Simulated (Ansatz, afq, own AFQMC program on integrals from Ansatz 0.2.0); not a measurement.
# Where AFQMC and coupled cluster stand for ScClF, doublet

```yaml
atoms:
  - { symbol: Sc, position_ang: [0.7640, 0.9057, -1.0299] }
  - { symbol: F, position_ang: [0.8576, -0.5781, -2.0566] }
  - { symbol: Cl, position_ang: [1.6509, 2.9087, -1.6494] }
```

Connectivity, by distances: F–Sc–Cl.

Basis def2-SVP. Only valence electrons are correlated. AFQMC by an in-house program on the Cholesky factors that Ansatz 0.2.0 writes for its CCSD(T) run. ph-AFQMC/CISD is guided by a CISD state made of CCSD amplitudes; releasing the constraint for a short imaginary time cuts its bias at the price of noise, slowly where states lie close. Uncertainties: one standard error, sampling alone. The metal's outer-core s and p shells are frozen, which shifts wave-function levels against functionals.

Determinant: UHF, the one that the program's search chose, which needn't be the lowest solution. The geometry is a PBE0/def2-SVP stationary point of this or a neighbouring charge and spin state.

No full CI on the walks' own integrals is used here; CCSDT(Q) serves as the reference and is uncertain by about the last step of the cluster series.

Cautions: no relativity below Rb; outer-core shells of the metal frozen.

* T1 diagnostic: 0.0215
* weight of the determinant in the CISD state: 0.878
* ⟨S²⟩ of the determinant: 0.753
* size of the correlated space: 17 electrons in 48 orbitals

Reference: CCSDT(Q), correlation energy -10.630 eV. The released energy is read at 1.20 1/Eh, later times being too noisy (meV from the phaseless value at times in 1/Eh: -6 ± 4 at 0.24, -14 ± 6 at 0.60, -9 ± 8 at 1.20, -15 ± 13 at 1.80, 34 ± 13 at 2.60).

| level | E − E(reference) (mEh) | share of correlation (%) |
| --- | --- | --- |
| HF | 390.64 | 0.00 |
| MP2 | 24.25 | 93.79 |
| CCSD | 11.10 | 97.16 |
| CCSD(T) | 1.87 | 99.52 |
| CCSDT | 1.06 | 99.73 |
| ph-AFQMC/CISD | 0.72 ± 0.15 | 99.82 |
| released AFQMC | 0.40 ± 0.28 | 99.90 |

A walk keeps the symmetry of its determinant, which the program's search chose and which needn't be the lowest solution, so a lower state of the same spin and another symmetry isn't excluded. Released energies are given only where the last usable release times agree within the noise; a slower fall can still hide under it.
